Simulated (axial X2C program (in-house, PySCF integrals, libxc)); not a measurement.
## Spectroscopic constants of O₂⁺

All values were computed with an in-house relativistic program for diatomic molecules. Spin-free means the one-electron spin-free X2C Hamiltonian; two-component (2c) means X2C with spin–orbit coupling and atomic mean-field two-electron Coulomb and Gaunt terms, so the difference of the two also holds small scalar two-electron terms. Basis: O dyall-av3z [7s6p3d2f] (cores contracted in-house); Gaussian nuclei, density fitting, unrestricted open shells. Masses: O 15.995 u.

Input:
```json
{"zs": [8, 8], "q": 1, "bas": ["dyall-av3z", "dyall-av3z"], "levels": ["PBE0", "HF", "TPSSh"], "cc": true, "r0": 1.14, "thr": -2.0, "nmax": 90, "npts": 10, "nst": 2, "ntry": 6}
```
```bash
python so2c.py task.json out
```

Keys: zs atomic numbers; q charge; bas basis sets; levels methods; cc coupled cluster on or off; r0 starting distance in Å; thr threshold in hartree for freezing inner shells (an s shell follows its p shell); nmax most natural virtual spinors; npts points on the curve; nst determinants followed; ntry starts of the search. HF also brings MP2.

State, spin-free: M_S = 1/2, Λ = 1 (beyond evenly filled blocks: π+α); electrons by block: σα: 5, σβ: 5, π+α: 2, π+β: 1, π-α: 1, π-β: 1. Fragments: O+ + O.

State, 2c: Ω = 1/2 (⟨Sz⟩ = -0.50, ⟨Lz⟩ = 1.00 at PBE0); electrons by block: 1/2: 7, -1/2: 6, 3/2: 1, -3/2: 1. Fragments: O+ + O.

```
Hamiltonian    level  Re (Å)  ωe (cm⁻¹)  ωexe (cm⁻¹)  Be (cm⁻¹)  De (eV)  D0 (eV)  k (mdyn/Å)
  spin-free     PBE0   1.099     2123.7         12.6      1.746     6.78     6.65        21.3
  spin-free       HF   1.061     2488.8         11.4      1.872     1.36     1.21        29.2
  spin-free      MP2   1.155     1483.1           37      1.581     7.17     7.08        10.4
  spin-free     CCSD   1.108     2027.5         13.7      1.716     5.95     5.83        19.4
  spin-free  CCSD(T)   1.120     1909.5         15.1      1.679     6.40     6.28        17.2
  spin-free    TPSSh   1.111     2013.7         13.1      1.708     6.67     6.54        19.1
         2c     PBE0   1.099     2123.8         12.6      1.746     6.80     6.67        21.3
         2c       HF   1.061     2488.8         11.4      1.873     1.38     1.23        29.2
         2c     CCSD   1.108     2027.7         13.7      1.716     5.97     5.85        19.4
         2c  CCSD(T)   1.120     1909.8         15.1      1.679     6.41     6.29        17.2
         2c    TPSSh   1.111     2013.8         13.1      1.708     6.68     6.56        19.1
```

Correlated methods: 11 electrons correlated (number of frozen shells: O 1 s), 197 virtual spin orbitals or spinors in MP2, 90 natural virtuals in coupled cluster.

The state is one determinant whose occupation by symmetry is held fixed; it was picked as the lowest of a PBE0 search that is not exhaustive. De is counted from the lowest determinant-based energies of the atoms at the same level, without counterpoise correction. Density functionals use the spin component along the axis (collinear). Coupled cluster ran in a truncated set of natural virtual spinors; the MP2 energy of the rest was added. (T) has no such correction and the atoms are truncated less, which lowers De at CCSD(T) by a hundredth of an eV or more. The 2c atoms are single determinants rather than J levels; their spin–orbit lowering is only partly caught, and De is too large by that part. This holds for PBE0, TPSSh. The functionals have no current-density term, which raises determinants with orbital currents, atoms included. Under one Hamiltonian the search converged a single determinant, so lower ones may well exist.

No reliable constants came from MP2 (2c): no minimum in range, unconverged points, a curve that is not smooth, a change of character along it, or the two Hamiltonians disagreeing along it.

Rough cost a point (2c) on 1 thread(s) of a shared host, integrals apart: PBE0 0.2 s, HF 0.11 s, CCSD(T) 6 s, TPSSh 0.3 s.

The whole task took 100 s on 1 thread of Intel(R) Xeon(R) Platinum 8488C (Sapphire Rapids) (shared host).
